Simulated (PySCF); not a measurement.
CH3, SMILES [CH3] (connectivity only; charge and spin as stated), charge +1, multiplicity 1.

Geometry: B3LYP-D3(BJ)/def2-TZVPD. The multiplicity is an assumed one; other spin states were not compared. The isomer is the one that the SMILES or the coordinates give; other isomers of the formula were not compared.

Two levels are set side by side: TDDFT-PBE/def2-TZVPD (PySCF) and EOM-CCSD/aug-cc-pVDZ (PySCF). Vertical, same geometry; the bases differ. Differences are taken from unrounded values.

```tsv
quantity	TDDFT-PBE
lowest singlet excitation (eV)	5.81
lowest triplet excitation (TDA for PBE) (eV)	4.57
```

**Question.** These are the TDDFT-PBE values. What does EOM-CCSD give? (The exact figures need the calculation; the answer reports its results.)

**Answer.** 
```json
[
 {"quantity": "lowest singlet excitation (eV)", "EOM-CCSD": "6.15", "TDDFT-PBE minus EOM-CCSD": "-0.34"},
 {"quantity": "lowest triplet excitation (TDA for PBE) (eV)", "EOM-CCSD": "5.13", "TDDFT-PBE minus EOM-CCSD": "-0.56"}
]
```

Functionals without exact exchange tend to place singlet excitations lower, as here. Differences between two approximate levels are no errors against the true value.

Rough cost on one machine, each run with all the roots and properties that it gave: EOM-CCSD against TDDFT-PBE within a factor of 2.
